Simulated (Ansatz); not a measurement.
# Equilibrium of 2 SiH3F ⇌ SiH2(SiH3)F + HF at process temperatures

Gas-phase species: SiH3F `F[SiH3]`, singlet; SiH2(SiH3)F, singlet; HF (hydrogen fluoride), singlet. The partners trade H for SiH3: Si–H and F–SiH3 bonds give way to Si–SiH3 and F–H.

The electronic reaction energy at CCSD(T)/CBS estimate is +132.7 kJ/mol. Shapes: PBE0-D4/def2-TZVP. Programs: Ansatz 0.2.0. Enthalpy and entropy come from rigid-rotor, harmonic-oscillator sums on unscaled PBE0-D4/def2-TZVP wavenumbers, ideal gases at 1 bar. Symmetry numbers: SiH3F 3, SiH2(SiH3)F 1, HF 1. R = 8.3145 J/(mol K).

```
T (K)  ΔH (kJ/mol)  ΔS (J/(mol K))
  300       +134.5            +8.2
  500       +138.1           +17.7
  700            ?               ?
```

Task: Work out ln K at 300 and 500 K, and from these estimate it at 700 K.

Result: 
1. 300 K: ΔG = +134.5 − 300 × (+8.2)/1000 = +132.0 kJ/mol; ln K = −ΔG/RT = -52.92.
2. 500 K: ΔG = +138.1 − 500 × (+17.7)/1000 = +129.2 kJ/mol; ln K = −ΔG/RT = -31.08.
3. Slope against 1000/T: (-31.08 − (-52.92))/(2.0000 − 3.3333) = -16.38, that is −ΔH/R with ΔH near +136 kJ/mol.
4. 700 K: ln K = -52.92 + (-16.38) × (1.4286 − 3.3333) = -21.72.

The full sums give ΔH = +140.5 kJ/mol, ΔS = +21.7 J/(mol K), ΔG = +125.3 kJ/mol and ln K = -21.53 at 700 K, so the line is off by -0.19 in ln K; without rounding the miss is -0.22, from the change of ΔH with temperature. The reactants are favoured over this whole range. An error of 10 kJ/mol in the energy moves ln K by 1.7 at 700 K. Soft modes are treated as harmonic, which can err either way at these temperatures; the lowest are those of SiH2(SiH3)F (100 cm⁻¹). Other reactions of these species are left aside. The CBS estimate extrapolates MP2 from def2-TZVPP and def2-QZVPP and adds CCSD(T) − MP2 in the triple-zeta set, cores frozen.
